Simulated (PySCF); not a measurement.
Numbering as in the mapped SMILES `[CH:1]#[C:2][C:3]#[NH+:4]`. Each H is labelled by its parent atom.

Geometry: PBE0-D3(BJ)/def2-TZVP; GIAO shifts from PySCF, gas phase, non-relativistic, averaged over equivalent atoms.

At PBE0/pcSseg-2 (172 basis functions, 14 s wall time on 1 thread of an Arm Neoverse N1, shared host):
| atoms | δ (ppm) |
| --- | --- |
| C1 | 112.8 |
| C3 | 96.2 |
| C2 | 54.6 |
| N4 | 127.8 |
| H(N4) | 5.62 |
| H(C1) | 3.56 |

Referencing at the same level of theory: ¹³C (σref 186.03), ¹H (σref 31.52) vs TMS; NH3 for ¹⁵N (σref 263.78).

**Question.** Estimate the result of repeating the calculation with KT3/pcSseg-2.

**Answer.** 
```tsv
atoms	δ at KT3/pcSseg-2	change
C1	98.4	-14.4
C3	83.3	-12.9
C2	45.4	-9.2
N4	113.9	-13.9
H(N4)	5.70	+0.08
H(C1)	3.62	+0.06
```

δ = σ(ref) − σ, references computed at the same level: TMS for ¹³C (183.24 ppm), ¹H (31.63 ppm); ¹⁵N (261.05 ppm) against NH3.

The largest change is at C1 (terminal alkyne carbon). Cost: 172 basis functions, 17 s wall time on 1 thread of an Arm Neoverse N1, shared host. The order of the carbon signals is the same at both levels.

Experimental scales use liquid or dissolved standards, which lie at an offset from isolated NH3 (liquid NH3: subtract about 20 ppm).
